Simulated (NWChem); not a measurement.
**Polarisability of ethylene (C₂H₄)**

```xyz
6

C      0.0000     0.0000     0.6703
C      0.0000     0.0000    -0.6703
H      0.9374     0.0000     1.2507
H     -0.9374     0.0000     1.2507
H     -0.9374     0.0000    -1.2507
H      0.9374     0.0000    -1.2507
```
Charge 0, spin multiplicity 1.

Everything below was run with NWChem. The geometry was optimised at PBE/def2-SVP, a minimum by its harmonic frequencies.

Basis set: 6-31G*. The field's frequency is 0.0428 Ha (1065 nm). This basis has no diffuse functions, which lowers polarisabilities.

The correlated methods keep 2 core orbitals frozen. B3LYP has NWChem's definition, with VWN1-RPA local correlation. The Pople sets run with spherical d functions. No row is a measurement; the coupled-cluster row has its own basis-set and correlation limits.

| method | isotropic polarisability (bohr³) |
|---|---|
| HF | 21.00 |
| PBE | [?] |
| B3LYP | [?] |
| BHandHLYP | 20.54 |
| CCSD linear response | [?] |

### Question
Fill in the missing entries.

### Answer

- PBE, isotropic polarisability (bohr³): 20.52
- B3LYP, isotropic polarisability (bohr³): 20.50
- CCSD linear response, isotropic polarisability (bohr³): 19.62
